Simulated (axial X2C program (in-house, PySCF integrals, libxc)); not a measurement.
# Bond lengths and stretching modes, held linear, of POH⁺

Computed with an axial X2C code built on PySCF integrals: two-component X2C with atomic mean-field Coulomb and Gaunt terms, Gaussian nuclei, basis P dyall-v3z, O dyall-av3z, H dyall-v3z with contracted cores. Spin-free rows use the one-electron spin-free X2C Hamiltonian.

Masses P 30.974, O 15.995, H 1.008 u. States: 2c Ω = 1/2 (beyond evenly filled blocks: ω = 1/2); spin-free M_S = 1/2, Λ = 1 (beyond evenly filled blocks: π+α).

B3LYP, 2c: energies above the lowest point

```csv
r(P–O) (Å),r(O–H) (Å),E (meV)
1.4752,0.9457,69.61
1.4752,0.9700,53.37
1.4752,0.9942,65.63
1.5130,0.9457,16.64
1.5130,0.9700,0.00
1.5130,0.9942,11.91
1.5130,1.0185,47.95
1.5508,0.9457,41.68
1.5508,0.9700,24.62
1.5508,0.9942,36.14
1.5886,0.9700,111.64
1.5886,1.0185,158.06
```

Task: Fit a quadratic surface with cubic terms in each bond: where is the minimum, and what are the two stretching wavenumbers?

Result: At B3LYP, 2c: bonds 1.519 and 0.971 Å; harmonic stretches 1141.7 and 3723.7 cm⁻¹; force constants 8.48, 7.7 and coupling -0.07 mdyn/Å.

The other levels and Hamiltonians give:

| Hamiltonian | level | r(P–O) (Å) | r(O–H) (Å) | lower stretch (cm⁻¹) | upper stretch (cm⁻¹) |
| --- | --- | --- | --- | --- | --- |
| 2c | PBE0 | 1.511 | 0.969 | 1168.7 | 3769.7 |
| 2c | HF | 1.487 | 0.951 | 1245.7 | 3984.9 |
| 2c | MP2 | 1.517 | 0.972 | 1154.6 | 3727.5 |
| spin-free | PBE0 | 1.511 | 0.969 | 1168.8 | 3769.0 |
| spin-free | HF | 1.487 | 0.951 | 1245.9 | 3984.3 |
| spin-free | B3LYP | 1.519 | 0.971 | 1141.8 | 3722.9 |
| spin-free | MP2 | 1.517 | 0.972 | 1154.8 | 3727.0 |

Each state is one determinant, the lowest of a limited PBE0 search; the stretches come from a fit to these few points and carry an uncertainty of a few per cent. Other orders of the atoms were not compared. MP2 freezes inner shells (threshold -2 hartree). The molecule was held linear; bending was not examined, so a bent shape may lie lower. Note: functional without a current term on a determinant with orbital currents, of the molecule or an atom.
